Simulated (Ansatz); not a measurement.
## Ansatz (development build ahead of 0.2.0) run

```yaml
crystal:
  periodic: [false, false, false]
  atoms:
    - { symbol: C, position_ang: [-0.00905, -0.03492, -0.79481] }
    - { symbol: Cl, position_ang: [0.01776, 0.01131, 0.87479] }
basis:
  gaussian: { orbitals: def2-SVP }
magnetization:
  spin_polarized: true
  initial_magnetization: 1
hamiltonian:
  xc: hf
correlation:
  method: ccsd_t
  frozen_orbitals: { C: 1, Cl: 5 }
scf:
  omitted_lower_state_checks: [stability, starts, atomic_configurations, cluster_reference, orbital_swaps, given_window_search, neighbouring_geometries, increment]
```

The input is written out in the form of the current development build from the run's settings.

Output:

```
Converged          : yes
Reference energy   : -497.04398 hartree
Correlation energy : -0.25386 hartree
Total energy       : -497.29784 hartree
```
